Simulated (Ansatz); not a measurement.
**[HO2]− (SMILES [O-]O) at CCSD/STO-3G**

Aim: the energy change on altering one bond length of [HO2]− at CCSD/STO-3G, from 2 runs. 

The calculation is run with Ansatz 0.2.0.

8 further runs of the same task are left out: 8 that didn't finish.

### 1 The molecule

The species is [HO2]− (3 atoms), meant as a singlet with charge -1. As SMILES, `[O-]O`. The coordinates come from a GFN2-xTB relaxation.

Bond lengths: O1–O2 1.458 Å, O2–H3 0.963 Å. Angles: O1–O2–H3 100.3°.

### 2 The energy at CCSD/STO-3G

Contents of input.yaml:

```yaml
crystal:
  periodic: [false, false, false]
  atoms:
    - {symbol: O, position_ang: [-0.355040, 1.013280, -0.080710]}
    - {symbol: O, position_ang: [-0.244450, -0.436620, -0.180910]}
    - {symbol: H, position_ang: [0.599490, -0.576670, 0.261620]}
basis:
  gaussian:
    orbitals: STO-3G
total_charge: -1
correlation:
  method: ccsd
  frozen_orbitals: {H: 0, O: 1}
accuracy: high
scf:
  omitted_lower_state_checks: [cluster_reference, increment]
```

Run with:

```console
$ ansatz run input.yaml --threads 1 --pin off --max-ram 2610MiB --events-out events.jsonl --progress --plain --runs-dir runs
```

Output (excerpt; [...] marks lines left out):

```text
Warning: RAYON_NUM_THREADS=1 ignored (pool sized by the plan → 1); use --threads N
Functional definition: HF
  name "HF"
[...]
168 factors; integrals over basis functions are off by at most 4.4e-8 eV
[...]
mean field -4025.44498866 eV, -147.9323747888 hartree, gradient 2.2e-8 eV, S^2 0.000000; 0 other end points of the search recorded, 0 dependent functions left out
2 core orbitals not correlated: weight in the atoms' cores, before any rotation towards them, 1.000 or more for the frozen orbitals, at most 0.000 for the correlated occupied ones
reference -4025.44498866 eV, -147.9323747888 hartree; 7, 7 occupied and 2, 2 virtual orbitals, 168 factors
second order -1.35790112 eV of doubles, -0.00000000 eV of singles
cycle   1  -1.68695651 eV  change   -3.3e-1 eV  update   4.5e-2
[...]
cycle  21  -1.86675517 eV  change   -1.0e-9 eV  update   1.1e-9
Total energy: -4027.31174383 eV, -148.0009767758 hartree
Checks for a lower state left out: cluster_reference, increment
```

It took 0.08 s on 1 thread of Arm Neoverse V1, shared host.

### 3 The distorted shape at the same level

Contents of job.yaml:

```yaml
crystal:
  periodic: [false, false, false]
  atoms:
    - {symbol: O, position_ang: [-0.382684, 1.375706, -0.055663]}
    - {symbol: O, position_ang: [-0.244450, -0.436620, -0.180910]}
    - {symbol: H, position_ang: [0.599490, -0.576670, 0.261620]}
basis:
  gaussian: {orbitals: STO-3G}
correlation: {method: ccsd, frozen_orbitals: {H: 0, O: 1}}
total_charge: -1
accuracy: high
scf: {omitted_lower_state_checks: [cluster_reference, increment]}
```

Run with:

```console
$ ansatz run job.yaml --threads 1 --pin off --max-ram 2610MiB --events-out events.jsonl --progress --plain --runs-dir runs
```

Output (excerpt; [...] marks lines left out):

```text
Warning: RAYON_NUM_THREADS=1 ignored (pool sized by the plan → 1); use --threads N
Functional definition: HF
  name "HF"
[...]
168 factors; integrals over basis functions are off by at most 5.5e-8 eV
[...]
mean field -4023.79434507 eV, -147.8717147557 hartree, gradient 1.9e-8 eV, S^2 0.000000; 3 other end points of the search recorded, 0 dependent functions left out; unrestricted orbitals would lower it
2 core orbitals not correlated: weight in the atoms' cores, before any rotation towards them, 1.000 or more for the frozen orbitals, at most 0.000 for the correlated occupied ones
reference -4023.79434507 eV, -147.8717147557 hartree; 7, 7 occupied and 2, 2 virtual orbitals, 168 factors
second order -1.60732496 eV of doubles, -0.00000000 eV of singles
cycle   1  -1.89308696 eV  change   -2.9e-1 eV  update   8.7e-2
[...]
cycle  30  -2.23309718 eV  change  -4.1e-10 eV  update  7.8e-10
Total energy: -4026.02744225 eV, -147.9537795634 hartree
Checks for a lower state left out: cluster_reference, increment
```

It took 0.1 s on 1 thread of Arm Neoverse V1, shared host.

### 4 Results

Level: CCSD/STO-3G, 2 core orbitals frozen.

| quantity | value |
| --- | --- |
| first shape: total energy | -148.00098 Eh |
| first shape: correlation energy (2 core orbitals frozen) | -68.6 mEh |
| first shape: T1 diagnostic | 0.008 |
| distorted shape: total energy | -147.95378 Eh |
| distorted shape: correlation energy (2 core orbitals frozen) | -82.1 mEh |
| distorted shape: T1 diagnostic | 0.025 |
| energy change with the O1–O2 bond stretched from 1.458 to 1.822 Å | 1.284 eV |

In words: With the O1–O2 bond stretched from 1.458 to 1.822 Å the energy rises by 1.28 eV (124 kJ/mol). The first shape isn't relaxed at this level, so the change isn't measured from a minimum. The minimal basis adds a large error of its own. The T1 diagnostic (distorted shape) of 0.025 is above the customary mark for such species, so a single reference may not serve. The restricted solution (distorted shape) is unstable to spin breaking: an unrestricted one lies lower.
